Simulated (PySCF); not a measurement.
## Which determinant of SH lies lowest?

Unrestricted PBE0; basis H def2-TZVPPD, S def2-TZVPPD; no relativity; PySCF 2.14. Outer shells of the fragments: H 1s1; S 3s2 3p4.

Followed along the bond (rough minima from three points):

```
2Ms+1   unpaired  ⟨S²⟩ at the start  R at minimum (Å)  Te (eV)
    2        π ↑               0.76              1.35     0.00
    4  σ ↑, π ↑↑               3.75  none in the scan   ≤ 5.08
```

Solutions found at the starting distance of 1.305 Å, counted from the lowest of them; the search is not exhaustive and high or unbound solutions are not listed, so other states can lie among these:

```csv
2Ms+1,unpaired,term,E (eV),⟨S²⟩,⟨Lz²⟩,μ (D)
2,π ↑,²Π,0.00,0.76,1.01,-0.79
2,σ ↑,²Σ⁺,3.96,0.76,0.00,-1.02
4,"σ ↑, π ↑↑",⁴Σ⁻,5.64,3.75,0.00,0.86
2,"σ ↓, π ↑↑",mixed,6.13,1.76,0.00,1.48
2,"σ ↑, π ↑↓",mixed,6.29,1.76,2.05,1.04
4,π ↑↑↑,⁴Π,7.78,3.76,1.00,-0.22
```

A term symbol is given only where ⟨S²⟩ and ⟨Lz²⟩ are close to those of a pure state; real π, δ and φ orbitals otherwise mix terms. A positive dipole means H(−)S(+).

Counting both spins, an empty level lies below a filled one in some of these solutions, because spin and occupation are held.
